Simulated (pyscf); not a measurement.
Single points on ωB97X-D3(BJ)/def2-SVP structures (PySCF, gas phase).

Problem. Estimate the classical barrier height and the reaction energy of `[Cl][CH2][CH2][B]([Cl])[Cl]` -> `[Cl][B]([Cl])[Cl]` + `[CH2]=[CH2]` at ωB97X-D3(BJ)/def2-TZVP. The step runs on the singlet surface, breaks C–Cl, B–C and forms B–Cl; take the reactant's lowest minimum found as zero.

Solution. ΔE‡ = 123.1 kJ/mol, ΔE = +35.8 kJ/mol. ωB97M-D3(BJ)/def2-TZVP gives 121.1 kJ/mol and +25.1 kJ/mol. Zero-point energy shifts the barrier by -5.9 kJ/mol. It is an elimination, with an imaginary mode of 387i cm⁻¹. One saddle was located; it need not be the lowest between these sides.
